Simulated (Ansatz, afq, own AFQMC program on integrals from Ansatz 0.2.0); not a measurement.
AFQMC on a folder of integrals that Ansatz 0.2.0 wrote.

```yaml
crystal:
  periodic: [false, false, false]
  atoms:
    - {symbol: Si, position_ang: [0.000000, -0.029760, 0.504488]}
    - {symbol: N, position_ang: [0.000000, 0.114205, -1.081764]}
    - {symbol: H, position_ang: [0.000000, -1.262006, 1.342706]}
    - {symbol: H, position_ang: [0.000000, 1.204545, 1.315030]}
    - {symbol: H, position_ang: [0.000000, -0.700331, -1.682342]}
basis:
  gaussian: {orbitals: cc-pVDZ}
magnetization: {spin_polarized: false}
correlation: {method: ccsd_t, electrons: outside_noble_gas, hamiltonian_folder: ham}
```

```sh
$ ansatz run in.yaml --threads 1 --pin off --events-out ev --progress --plain --max-ram 1382MiB
```

afq runs on the folder ham with

```
--method free --trial cisd --walkers 60 --time-step 0.03 --max-blocks 80 --target-error 0.00042 --factor-cut 1e-05 --seed 332 --times 0,0.21,0.42,0.81,1.2,1.8,2.4,3 --taylor-order 8
```

Times are imaginary, in 1/Eh. The walk had a cap of 733 s.

```
orbitals 41  electrons 6 6  factors 318 of 449
reference energy -345.07139802 Eh
CCSD correlation -0.29743622 Eh in 12 cycles, weight of the determinant in the CISD state 0.8679
repeat  energy at the last time / Eh  error
    10  -345.386949  0.003693
    20  -345.382378  0.002148
    30  -345.382019  0.001608
    40  -345.381453  0.001593
    50  -345.381456  0.001446
    60  -345.381764  0.001425
    70  -345.381111  0.001269
    80  -345.381267  0.001174
time / (1/Eh)  energy / Eh  error  mean overlap
  0.00  -345.369097  0.000584  1.1542
  0.21  -345.375507  0.000499  1.1456
  0.42  -345.377674  0.000512  1.1458
  0.81  -345.378927  0.000484  1.1517
  1.20  -345.379597  0.000538  1.1689
  1.80  -345.380854  0.000786  1.1654
  2.40  -345.382491  0.000982  1.1437
  3.00  -345.381267  0.001174  1.1577
energy -345.381267 +/- 0.001174 Eh
```

(1) Estimate how long the walk took on 1 thread of Arm Neoverse V2, on a shared host.

The run passed its tests (error under three times the target), which doesn't prove that it has relaxed.

Against this walk (error 31.9 meV) on the same determinant: CCSD(T) 48.5 meV higher (within the noise), CCSDT(Q) 4.0 meV lower (within the noise). The error is statistical, and a free projection of finite length keeps a remainder of its start. The last points scatter (meV from the last: 64 ± 13 at 0.81, 45 ± 15 at 1.20, 11 ± 21 at 1.80, -33 ± 27 at 2.40, 0 ± 32 at 3.00); the last is the one printed as the energy, and the gaps above move with that scatter.

Cautions: remainder of the start not in the error; error above the target (31.9 against 11.4 meV); higher spins were not checked; restricted determinant unstable towards unrestricted (UHF 10 meV lower, ⟨S²⟩ 0.13); raised T1 diagnostic (T1 0.020, weight of the determinant 0.87, largest double 0.12).

Results:

(1) 2.4 min of wall time.

CCSDT and higher add their correlation energy to the determinant of the CCSD(T) run, since their own runs factorise the integrals more tightly (a shift of under 2 meV). A walk keeps the symmetry of its determinant, which the program's search chose and which needn't be the lowest solution, so a lower state of the same spin and another symmetry isn't excluded.
